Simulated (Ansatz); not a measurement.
# SiH3Cl (SMILES [SiH3]Cl), step by step

Aim: a series of 18 runs (HF/STO-3G, UHF/STO-3G, HF/3-21G, UHF/3-21G, HF/6-31G*, UHF/6-31G*, B3LYP/6-31G*, PBE/def2-SVP, and more) of ClH3Si. 

The calculation is run with Ansatz 0.2.0.

**1. The system as given**

The species is SiH3Cl (5 atoms), meant as a singlet with charge 0. As SMILES, `[SiH3]Cl`. The coordinates come from a PBE0-D4/def2-TZVP relaxation. The run starts from this shape.

Bond lengths: Si1–Cl2 2.054 Å, Si1–H3 1.481 Å, Si1–H4 1.481 Å, Si1–H5 1.481 Å. Angles: Cl2–Si1–H3 108.5°, Cl2–Si1–H4 108.5°, Cl2–Si1–H5 108.5°, H3–Si1–H4 110.4°, H3–Si1–H5 110.4°, H4–Si1–H5 110.4°.

**2. A geometry optimisation at HF/STO-3G (run 1)**

The input, in.yaml:

```yaml
crystal:
  periodic: [false, false, false]
  atoms:
    - symbol: Si
      position_ang: [-0.112000, 0.018600, -0.030900]
    - symbol: Cl
      position_ang: [1.838300, -0.513500, 0.329900]
    - symbol: H
      position_ang: [-0.950900, -0.488300, 1.079100]
    - symbol: H
      position_ang: [-0.534700, -0.585700, -1.314900]
    - symbol: H
      position_ang: [-0.190800, 1.495400, -0.104700]
basis:
  gaussian: {orbitals: STO-3G}
output: {orbitals: {seedname: orbitals}}
hamiltonian: {xc: hf}
relax: {f_tol: 0.002}
```

On the command line:

```bash
ansatz run in.yaml --threads 1 --pin off --max-ram 2610MiB --events-out events.jsonl --progress --plain --runs-dir runs
```

The log of the run:

```text
Warning: RAYON_NUM_THREADS=1 ignored (pool sized by the plan → 1); use --threads N
The last accepted step is kept in runs//last_step.txt (removed where the run ends without a failure and the disk answers)
[... 49 lines left out ...]
Total energy: -20190.25085017 eV, -741.9780333002 hartree
[... 5 lines left out ...]
Dipole moment:    -0.605198     0.165103    -0.111938 e Å
```

It took 1.5 s on 1 thread of Intel Xeon Platinum 8488C (Sapphire Rapids), shared host; peak memory 0.11 GiB.

Steps, from the record of the run:

```csv
step,energy from the first frame kept (eV),largest force (eV/Å)
1,0.0000,2.5253
2,-0.1564,0.4614
3,-0.1593,0.0204
4,-0.1593,0.0063
5,-0.1593,0.0047
6,-0.1593,0.0000
```

After the run. Bond lengths: Si1–Cl2 2.088 Å, Si1–H3 1.422 Å, Si1–H4 1.422 Å, Si1–H5 1.422 Å. Angles: Cl2–Si1–H3 107.7°, Cl2–Si1–H4 107.7°, Cl2–Si1–H5 107.7°, H3–Si1–H4 111.2°, H3–Si1–H5 111.2°, H4–Si1–H5 111.2°.

**3. Vibrational wavenumbers at HF/STO-3G (run 2)**

The input, in.yaml:

```yaml
basis:
  gaussian:
    orbitals: STO-3G
crystal:
  periodic: [false, false, false]
  atoms:
    - {symbol: Si, position_ang: [-0.140499, 0.026352, -0.036133]}
    - {symbol: Cl, position_ang: [1.842901, -0.514738, 0.330724]}
    - {symbol: H, position_ang: [-0.929339, -0.468613, 1.039154]}
    - {symbol: H, position_ang: [-0.527561, -0.562684, -1.271737]}
    - {symbol: H, position_ang: [-0.195602, 1.446184, -0.103508]}
hamiltonian:
  xc: hf
phonons:
  temperatures: {t_min: 298.15, t_max: 298.15, t_step: 1}
```

On the command line:

```bash
ansatz run in.yaml --threads 1 --pin off --max-ram 2610MiB --events-out events.jsonl --progress --plain --runs-dir runs
```

The log of the run:

```text
Warning: RAYON_NUM_THREADS=1 ignored (pool sized by the plan → 1); use --threads N
[... 106 lines left out ...]
Total energy: -20190.25087083 eV, -741.9780340596 hartree
[... 5 lines left out ...]
Dipole moment:    -0.605196     0.165103    -0.111939 e Å
Vibrations: 644.11 796.20 796.21 1153.84 1193.53 1193.54 2869.97 2928.79 2928.80 cm⁻¹, zero-point energy 0.899195 eV
```

Wall time 2.5 s (1 thread of Intel Xeon Platinum 8488C (Sapphire Rapids), shared host).

Runs 3 to 4 aren't shown in full; the table further down has their settings and results.

**4. A geometry optimisation at HF/3-21G (run 5)**

The input, run.yaml:

```yaml
crystal:
  periodic: [false, false, false]
  atoms:
    - symbol: Si
      position_ang: [-0.112000, 0.018600, -0.030900]
    - symbol: Cl
      position_ang: [1.838300, -0.513500, 0.329900]
    - symbol: H
      position_ang: [-0.950900, -0.488300, 1.079100]
    - symbol: H
      position_ang: [-0.534700, -0.585700, -1.314900]
    - symbol: H
      position_ang: [-0.190800, 1.495400, -0.104700]
basis:
  gaussian:
    orbitals: 3-21G.json
magnetization:
  spin_polarized: false
  initial_magnetization: 0
hamiltonian:
  xc: hf
relax:
  f_tol: 0.002
output: {orbitals: {seedname: orbitals}}
```

The basis set 3-21G is read from a file made from the Basis Set Exchange's data (not shown).

On the command line:

```bash
ansatz run run.yaml --threads 1 --pin off --max-ram 2610MiB --events-out events.jsonl --progress --plain --runs-dir runs
```

The log of the run:

```text
Warning: RAYON_NUM_THREADS=1 ignored (pool sized by the plan → 1); use --threads N
The last accepted step is kept in runs//last_step.txt (removed where the run ends without a failure and the disk answers)
[... 49 lines left out ...]
Total energy: -20312.15107550 eV, -746.4577839539 hartree
[... 5 lines left out ...]
Dipole moment:    -0.697548     0.190299    -0.129022 e Å
```

Run time: 1.6 s. Hardware: 1 thread of Intel Xeon Platinum 8488C (Sapphire Rapids), shared host; peak memory 0.11 GiB.

The path in brief:

```csv
step,energy from the first frame kept (eV),largest force (eV/Å)
1,0.0000,2.5073
2,-0.1451,0.3684
3,-0.1490,0.1473
4,-0.1519,0.0167
5,-0.1519,0.0040
6,-0.1519,0.0000
```

After the run. Bond lengths: Si1–Cl2 2.191 Å, Si1–H3 1.475 Å, Si1–H4 1.475 Å, Si1–H5 1.475 Å. Angles: Cl2–Si1–H3 107.1°, Cl2–Si1–H4 107.1°, Cl2–Si1–H5 107.1°, H3–Si1–H4 111.8°, H3–Si1–H5 111.8°, H4–Si1–H5 111.8°.

Runs 6 to 17 aren't shown in full; the table further down has their settings and results.

**5. Vibrational wavenumbers at MP2/6-31G(d) (Cartesian functions) (run 18)**

The input, input.yaml:

```yaml
crystal:
  periodic: [false, false, false]
  atoms:
    - {symbol: Si, position_ang: [-0.112325, 0.018666, -0.030923]}
    - {symbol: Cl, position_ang: [1.844161, -0.515084, 0.330960]}
    - {symbol: H, position_ang: [-0.952065, -0.486650, 1.076629]}
    - {symbol: H, position_ang: [-0.536580, -0.583930, -1.313132]}
    - {symbol: H, position_ang: [-0.193292, 1.493498, -0.105033]}
basis:
  gaussian: {orbitals: "6-31G*"}
magnetization: {spin_polarized: false, initial_magnetization: 0}
correlation: {method: mp2}
phonons: {temperatures: {t_min: 298.15, t_max: 298.15, t_step: 1}}
```

On the command line:

```bash
ansatz run input.yaml --threads 1 --pin off --max-ram 2610MiB --events-out events.jsonl --progress --plain --runs-dir runs
```

The log of the run:

```text
Warning: RAYON_NUM_THREADS=1 ignored (pool sized by the plan → 1); use --threads N
[... 11 lines left out ...]
10 core orbitals not correlated: weight in the atoms' cores, before any rotation towards them, 1.000 or more for the frozen orbitals, at most 0.000 for the correlated occupied ones
[... 36 lines left out ...]
10 core orbitals not correlated: weight in the atoms' cores, before any rotation towards them, 1.000 or more for the frozen orbitals, at most 0.000 for the correlated occupied ones
[... 35 lines left out ...]
10 core orbitals not correlated: weight in the atoms' cores, before any rotation towards them, 1.000 or more for the frozen orbitals, at most 0.000 for the correlated occupied ones
[... 36 lines left out ...]
10 core orbitals not correlated: weight in the atoms' cores, before any rotation towards them, 1.000 or more for the frozen orbitals, at most 0.000 for the correlated occupied ones
[... 31 lines left out ...]
Dipole moment:    -0.360345     0.098306    -0.066651 e Å
[... 1 line left out ...]
Checks for a lower state left out: cluster_reference
```

It took 12 s on 1 thread of Intel Xeon Platinum 8488C (Sapphire Rapids), shared host; peak memory 0.11 GiB.

**6. All runs side by side**

```csv
run,level,task,walk f tol,partner,energy (Eh),dipole moment (D),wall time
1,HF/STO-3G,optimise,0.002,base,-741.978033,3.06,1.5 s
2,HF/STO-3G,frequencies,–,base,-741.978034,3.06,2.5 s
3,UHF/STO-3G,energy,–,cation,-741.639231,–,0.4 s
4,UHF/STO-3G,optimise,–,cation,-741.664778,–,3 s
5,HF/3-21G,optimise,0.002,base,-746.457784,3.53,1.6 s
6,HF/3-21G,frequencies,–,base,-746.457784,3.53,2.8 s
7,UHF/3-21G,energy,–,cation,-746.064743,–,0.53 s
8,UHF/3-21G,optimise,–,cation,-746.092906,–,3.6 s
9,HF/6-31G* (Cartesian functions),optimise,0.002,base,-750.183411,2.06,2.3 s
10,HF/6-31G* (Cartesian functions),frequencies,–,base,-750.183411,2.06,7.5 s
11,UHF/6-31G* (Cartesian functions),energy,–,cation,-749.782742,–,2.4 s
12,UHF/6-31G* (Cartesian functions),optimise,–,cation,-749.802027,–,8.4 s
13,B3LYP/6-31G* (Cartesian functions),optimise,0.002,base,-751.531062,1.79,6.3 s
14,B3LYP/6-31G* (Cartesian functions),frequencies,–,base,-751.531062,1.79,14 s
15,PBE/def2-SVP,optimise,0.002,base,-750.940343,1.25,4.5 s
16,PBE/def2-SVP,frequencies,–,base,-750.940343,1.25,10 s
17,MP2/6-31G* (Cartesian functions),optimise,0.002,base,-750.389077,1.82,5.4 s
18,MP2/6-31G* (Cartesian functions),frequencies,–,base,-750.389077,1.82,12 s
```

**7. Summary of results**

| quantity | value |
| --- | --- |
| run 18, MP2/6-31G*: total energy | -750.38908 Eh |
| run 18, MP2/6-31G*: dipole moment (correlated density) | 1.82 D |
| run 18, MP2/6-31G*: correlation energy (10 core orbitals frozen) | -205.8 mEh |
| run 18, MP2/6-31G*: largest force on an atom | 0.001 eV/Å |
| run 18, MP2/6-31G*: lowest harmonic wavenumber | 567 cm⁻¹ |
| run 18, MP2/6-31G*: highest harmonic wavenumber | 2360 cm⁻¹ |
| run 18, MP2/6-31G*: zero-point energy | 71.7 kJ/mol |
| vertical ionisation energy (to the doublet cation), HF/STO-3G | 9.219 eV |
| vertical ionisation energy (to the doublet cation), HF/3-21G | 10.695 eV |
| vertical ionisation energy (to the doublet cation), HF/6-31G* | 10.903 eV |
| adiabatic ionisation energy (to the doublet cation, no zero-point term), HF/STO-3G | 8.524 eV |
| adiabatic ionisation energy (to the doublet cation, no zero-point term), HF/3-21G | 9.929 eV |
| adiabatic ionisation energy (to the doublet cation, no zero-point term), HF/6-31G* | 10.378 eV |

In words: At HF/STO-3G: removing an electron at fixed nuclei costs 9.22 eV (890 kJ/mol). In a minimal basis such a difference can be off by several eV, whatever the method. At HF/3-21G: removing an electron at fixed nuclei costs 10.70 eV (1032 kJ/mol). At HF/6-31G*: the vertical ionisation energy comes to 10.90 eV (251 kcal/mol). At HF/STO-3G: the adiabatic ionisation energy (to the doublet cation, no zero-point term) is 8.52 eV (197 kcal/mol). At HF/3-21G: the adiabatic ionisation energy (to the doublet cation, no zero-point term) is 9.93 eV (958 kJ/mol). Totals of different functionals can't be ranked against each other. In runs 1, 2, 3, 4 the basis is minimal, so the values are rough. All runs together took 89 s, the longest 14 s.
